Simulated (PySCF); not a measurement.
Species: carbonyl fluoride, CF₂O.
Bonds: O1–C2 (double), C2–F3, C2–F4.

The closed-shell ground state was solved at several levels (PySCF, density fitting, gas phase, non-relativistic). Geometry: PBE0-D3(BJ)/def2-SVP; no solvent, vibrations or thermal averaging.

| level | basis functions | total energy (Eh) | HOMO (eV) | LUMO (eV) | gap (eV) | dipole (D) |
| --- | --- | --- | --- | --- | --- | --- |
| wB97X-D/def2-SVPD | 89 | -312.7083 | -12.49 | 1.30 | 13.79 | 1.13 |
| CAM-B3LYP/def2-SVPD | 89 | -312.7180 | -12.07 | 0.56 | 12.63 | 1.11 |
| PBE0/def2-SVP | 56 | -312.4730 | -10.17 | -0.22 | 9.95 | 1.11 |
| PBE0/def2-SVPD | 89 | -312.4937 | -10.51 | -0.64 | 9.87 | 1.11 |
| PBE0/6-31G* | 56 | -312.7026 | -9.92 | 0.02 | 9.94 | 1.22 |

**Question.** Estimate the row for PBE0/6-31+G*, a basis of 72 functions; the other rows only guide the guess.

**Answer.** Total energy -312.7193 Eh, HOMO -10.43 eV, LUMO -0.56 eV, gap 9.87 eV, dipole 1.12 D.

**Question.** How much does the basis alone move the frontier levels among the 4 PBE0 rows (the withheld one included)?

**Answer.** The HOMO by 0.59 eV and the LUMO by 0.66 eV. By rising basis size (HOMO, LUMO in eV): def2-SVP -10.17, -0.22; 6-31G* -9.92, 0.02; 6-31+G* -10.43, -0.56; def2-SVPD -10.51, -0.64.

**Question.** How far do the dipole and the HOMO energy spread over the levels?

**Answer.** The dipole runs from 1.11 to 1.22 D (mean 1.13 D) and the HOMO from -12.49 to -9.92 eV.

wB97X-D is run here without its empirical dispersion term; that term would change no orbital, density or response property at a fixed geometry.
